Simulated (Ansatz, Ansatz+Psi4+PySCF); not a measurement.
| atom | x (Å) | y (Å) | z (Å) |
| --- | --- | --- | --- |
| N | 0.0000 | 0.3932 | -0.3554 |
| H | 0.0000 | 1.1982 | 0.2123 |
| O | 0.0000 | -0.4938 | 0.2845 |

Basis set: cc-pVTZ (spherical functions). Correlated methods keep 2 orbitals frozen. Charge 0, multiplicity 1.

Computed with Ansatz (development build ahead of 0.2.0); each method stands on the lowest determinant of its kind that the runs found. Restricted open shells among the atoms or ions are ROHF, correlated in semicanonical orbitals with singles.

Task: Give the atomization energy at this shape (free ground-state atoms in the same class of orbitals less the molecule, no zero-point energy) of singlet HNO by RHF-MP2, RHF.

Result:

| method | atomization energy |
| --- | --- |
| RHF-MP2 | 761.5 kJ/mol |
| RHF | 322.1 kJ/mol |

Caution: no unrestricted run beside it, a lower state can exist; the shape is not the minimum.
